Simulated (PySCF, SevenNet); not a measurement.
**Ladder of methods for the bulk modulus of rock-salt MgS**

Reference value: 81 GPa (measured, corrected for zero-point motion; as tabulated in Goldzak et al. (2022), arXiv:2208.04865).

Problem. Put these levels in order of the bulk modulus that they give for rock-salt MgS, smallest first: Hartree–Fock (PySCF), MP2 (PySCF), SevenNet-l3i5 (SevenNet).

Solution. SevenNet-l3i5 (72.7 GPa), Hartree–Fock (77.5 GPa), MP2 (85.5 GPa)

Unless a cell is named, each level is at its own relaxed cell (SevenNet-l3i5 17.86, Hartree–Fock 18.37, MP2 17.26 Å³/atom).

Errors against the reference: SevenNet-l3i5 -10.2 %, Hartree–Fock -4.3 %, MP2 +5.6 %.

A ± on a computed value is a rough bar: the spread of its extrapolation, a floor set from checks against published values, or a statistical error. Each level is taken at its own relaxed cell.

Machine-learned potentials (SevenNet-l3i5) are trained on DFT data, which may include these solids.

Differences are worked out from the printed values.
